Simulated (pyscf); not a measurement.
**Routes from H₃C–GaH₂ (SMILES [CH3][GaH2]) + NH₃ (SMILES N)**

Candidate steps break at most two bonds and form at most two. Each was searched with GFN2-xTB (tblite) first. Optimised with ωB97X-D3(BJ)/def2-SVP in PySCF. Energies: ωB97M-D3(BJ)/def2-TZVP, kJ/mol, from the separated reactants, singlet surface; ΔG‡ with ideal gas, 1 atm, RRHO with modes under 100 cm⁻¹ raised to 100, one conformer, R ln 2 for chiral ones without a mode under 150 cm⁻¹.

```tsv
products	type	ΔE‡	ΔE	ΔG‡ 298 K	ΔG‡ 900 K	ν‡ (cm⁻¹)
H₃C–GaH–NH₂ + H₂	four-centre exchange	65.7	-30.4	103.7	193.7	1352i
CH₄ + H₂N–GaH₂	four-centre exchange	71.4	-70.1	111.1	204.0	1596i
```

Row 1: On the reactant side the descent ends in an adduct with a Ga–N contact (not fully relaxed), 98.1 kJ/mol under the separated species and 156.1 kJ/mol under the saddle at ωB97X-D3(BJ)/def2-TZVP. Row 2: On the reactant side the descent ends in an adduct with a Ga–N contact, 97.0 kJ/mol under the separated species and 163.1 kJ/mol under the saddle at ωB97X-D3(BJ)/def2-TZVP. 

Plain bond fissions and candidates not yet searched are not listed, and one of them may be faster. Each barrier is that of the saddle found; lower ones may exist. Elements up to Kr have no core potential and no relativistic terms here.
